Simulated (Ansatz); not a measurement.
Process, species as SMILES: N#N (N2) + 3 [H][H] (H2) → 2 N (NH3)
B3LYP-D3(BJ)/def2-TZVP geometries, fixed; electronic energies without zero-point terms.
Largest species:
```xyz
4

N      0.0022    -0.0038     0.1116
H     -0.0020     0.9512    -0.2281
H      0.8095    -0.4644    -0.2929
H     -0.8232    -0.4600    -0.2599
```
Charge 0, spin multiplicity 1.

Basis-set convergence of the energy of full hydrogenation at CCSD(T) with Ansatz (a quantum-chemistry and plane-wave program). Cartesian d functions, on some or all atoms, in 6-31G*, 6-31+G*; all else is spherical. Cores are frozen. No added dispersion term, no relativity. Functions are those of the species that has most. Reference: Hartree-Fock in aug-cc-pVQZ plus the correlation part extrapolated as X^-3 from aug-cc-pVTZ and aug-cc-pVQZ, -39.87 kcal/mol, itself unsure by roughly 0.36 kcal/mol (a third of the extrapolation step and of the last Hartree-Fock step). Deviations are taken from unrounded values.

| basis | functions | energy of full hydrogenation (kcal/mol) |
|---|---|---|
| cc-pVDZ | 29 | -24.41 |
| aug-cc-pVDZ | 50 | -39.90 |
| def2-SVP | 29 | -27.93 |
| def2-SVPD | 44 | -44.13 |
| pcseg-1 | 29 | -27.94 |
| aug-pcseg-1 | 50 | -38.69 |
| 6-31G* | 30 | -14.08 |
| 6-31+G* | 38 | -21.10 |
| 6-311G** | 36 | -26.14 |
| 6-311+G** | 44 | -31.19 |
| def2-TZVP | 62 | -29.17 |
| def2-TZVPD | 74 | -32.02 |
| cc-pVTZ | 72 | -34.88 |
| aug-cc-pVTZ | 115 | -39.37 |
| pcseg-2 | 72 | -37.73 |
| aug-pcseg-2 | 115 | -39.24 |
| def2-TZVPP | 73 | -36.25 |
| def2-TZVPPD | 88 | -38.29 |
| cc-pVQZ | 145 | -37.91 |
| aug-cc-pVQZ | 218 | -39.41 |
| def2-QZVPP | 147 | -39.09 |
| def2-QZVPPD | 162 | -39.27 |
| pcseg-3 | 159 | -39.26 |
| aug-pcseg-3 | 232 | -39.24 |

What the diffuse functions change, pair by pair:
- cc-pVDZ to aug-cc-pVDZ: 21 more functions, deviation 15.46 to -0.03 kcal/mol
- def2-SVP to def2-SVPD: 15 more functions, deviation 11.94 to -4.26 kcal/mol
- pcseg-1 to aug-pcseg-1: 21 more functions, deviation 11.93 to 1.18 kcal/mol
- 6-31G* to 6-31+G*: 8 more functions, deviation 25.79 to 18.77 kcal/mol
- 6-311G** to 6-311+G**: 8 more functions, deviation 13.73 to 8.68 kcal/mol
- def2-TZVP to def2-TZVPD: 12 more functions, deviation 10.71 to 7.85 kcal/mol
- cc-pVTZ to aug-cc-pVTZ: 43 more functions, deviation 4.99 to 0.50 kcal/mol
- pcseg-2 to aug-pcseg-2: 43 more functions, deviation 2.14 to 0.64 kcal/mol
- def2-TZVPP to def2-TZVPPD: 15 more functions, deviation 3.62 to 1.58 kcal/mol
- cc-pVQZ to aug-cc-pVQZ: 73 more functions, deviation 1.97 to 0.46 kcal/mol
- def2-QZVPP to def2-QZVPPD: 15 more functions, deviation 0.78 to 0.60 kcal/mol
- pcseg-3 to aug-pcseg-3: 73 more functions, deviation 0.62 to 0.63 kcal/mol

Leaving out the reference's own pair, they bring the value nearer the reference by more than 0.36 kcal/mol in 9 of 11 pairs.
